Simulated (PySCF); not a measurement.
Isomers of C6H10, one GFN2-xTB conformer each. Single-point energies are computed at PBE0/pcSseg-1 (PySCF, gas phase, no added dispersion term), electronic only.

```json
{"SMILES": "C=C1CCCC1", "GFN2-xTB relative energy (kJ/mol)": "0.0"}
{"SMILES": "C=C1CC[C@@H]1C", "GFN2-xTB relative energy (kJ/mol)": "67.7"}
{"SMILES": "C=C/C=C\\CC", "GFN2-xTB relative energy (kJ/mol)": "116.0"}
{"SMILES": "CC[C@@H]1[C@H]2C[C@@H]12", "GFN2-xTB relative energy (kJ/mol)": "158.4"}
{"SMILES": "C#CCCCC", "GFN2-xTB relative energy (kJ/mol)": "141.8"}
```

Conformers: `[CH2:1]=[C:2]1[CH2:3][CH2:4][CH2:5][CH2:6]1` with C1–C2–C3–C4 168°, C2–C3–C4–C5 32°, C3–C4–C5–C6 -39°, C4–C5–C6–C2 32°; `[CH2:1]=[CH:2]/[CH:3]=[CH:4]\[CH2:5][CH3:6]` with C1–C2–C3–C4 179°, C3–C4–C5–C6 -119°; `[CH3:1][CH2:2][C@@H:3]1[C@H:4]2[CH2:5][C@@H:6]12` with C1–C2–C3–C4 154°; `[CH:1]#[C:2][CH2:3][CH2:4][CH2:5][CH3:6]` with C2–C3–C4–C5 -66°, C3–C4–C5–C6 178°.

Task: What does PBE0/pcSseg-1 give for the same structures?

Result: 
| SMILES | PBE0/pcSseg-1 E (Eh) | PBE0/pcSseg-1 (kJ/mol) | GFN2-xTB (kJ/mol) | point group |
| --- | --- | --- | --- | --- |
| C=C1CCCC1 | -234.31972 | 0.0 | 0.0 | C2 |
| C=C/C=C\CC | -234.29486 | 65.3 | 116.0 | C1 |
| C=C1CC[C@@H]1C | -234.28913 | 80.3 | 67.7 | C1 |
| C#CCCCC | -234.26785 | 136.2 | 141.8 | C1 |
| CC[C@@H]1[C@H]2C[C@@H]12 | -234.26250 | 150.2 | 158.4 | C1 |

Both levels put the same isomer lowest; measured from each level's own lowest isomer, the values differ by up to 50.7 kJ/mol (C=C/C=C\CC: 116.0 against 65.3). As drawn, the lowest has a C=C bond outside aromatic rings, which the highest lacks; the highest has a three-membered ring, which the lowest lacks.

Task: Which frontier levels, dipoles and rotational constants go with these structures?

Result: 
| SMILES | HOMO (eV, PBE0/pcSseg-1) | LUMO (eV) | dipole (D) | A, B, C (MHz) |
| --- | --- | --- | --- | --- |
| C=C1CCCC1 | -6.89 | 0.38 | 0.59 | 6597, 3307, 2382 |
| C=C/C=C\CC | -6.51 | -0.63 | 0.54 | 10094, 1590, 1482 |
| C=C1CC[C@@H]1C | -7.03 | 0.30 | 0.47 | 4675, 3863, 2372 |
| C#CCCCC | -7.66 | 1.15 | 0.73 | 7403, 1816, 1573 |
| CC[C@@H]1[C@H]2C[C@@H]12 | -7.07 | 1.73 | 0.68 | 10851, 2143, 2012 |
